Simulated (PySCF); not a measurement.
Geometry (Å), atoms numbered from 1 in this order:
```xyz
17

C    -2.4650   -0.1970   -0.1429
C    -1.1273   -0.7285    0.3628
C     0.0056    0.2042    0.0068
C     0.7070    0.0994   -1.2938
N     1.3313   -0.3543   -0.0751
C     2.4310    0.4106    0.4524
H    -3.2672   -0.8864    0.1089
H    -2.6874    0.7682    0.3080
H    -2.4402   -0.0723   -1.2232
H    -0.9200   -1.7061   -0.0741
H    -1.1661   -0.8478    1.4481
H    -0.0904    1.2072    0.4250
H     1.0702    1.0094   -1.7619
H     0.4306   -0.6845   -1.9857
H     2.5232    0.1986    1.5179
H     2.3105    1.4958    0.3169
H     3.3473    0.0955   -0.0471
```

Geometry: GFN2-xTB; GIAO shifts from PySCF 2.14, gas phase, non-relativistic, averaged over equivalent atoms.

At PBE0/STO-3G (41 basis functions, 3.3 s wall time on 1 thread of an AMD EPYC 7R43 64-Core, shared host):
| atoms | δ (ppm) |
| --- | --- |
| C6 | 40.7 |
| C3 | 35.1 |
| C4 | 29.5 |
| C2 | 27.7 |
| C1 | 18.7 |
| N5 | 10.5 |
| H15/H16/H17 | 1.76 |
| H11 | 1.38 |
| H14 | 0.98 |
| H10 | 0.95 |
| H7/H8/H9 | 0.76 |
| H13 | 0.63 |
| H12 | 0.59 |

References, each an isolated molecule treated in the same way: $^{13}$C (σ = 236.17 ppm) and $^{1}$H (σ = 33.02 ppm) vs TMS; $^{15}$N (σ = 296.44 ppm) vs NH3.

Estimate the result of repeating the calculation with PBE0/pcSseg-1.

Results:


```tsv
atoms	δ at PBE0/pcSseg-1	change
C6	47.6	+6.9
C3	43.2	+8.1
C4	33.6	+4.1
C2	31.6	+3.9
C1	13.4	-5.3
N5	35.1	+24.6
H15/H16/H17	2.37	+0.61
H11	2.09	+0.71
H14	1.17	+0.19
H10	0.72	-0.23
H7/H8/H9	0.97	+0.21
H13	0.88	+0.25
H12	0.83	+0.24
```

Shifts are taken against calculated references (same method and geometry level): TMS for $^{13}$C (σ = 186.93 ppm) and $^{1}$H (σ = 31.72 ppm); $^{15}$N (σ = 267.73 ppm) vs NH3.

The largest change is at N5 (amine nitrogen). Cost: 157 basis functions, 23 s wall time on 1 thread of an AMD EPYC 7R43 64-Core, shared host. The order of the carbon signals is the same at both levels.

Experimental scales use liquid or dissolved standards, which lie at an offset from isolated NH3 (liquid NH3: subtract about 20 ppm).
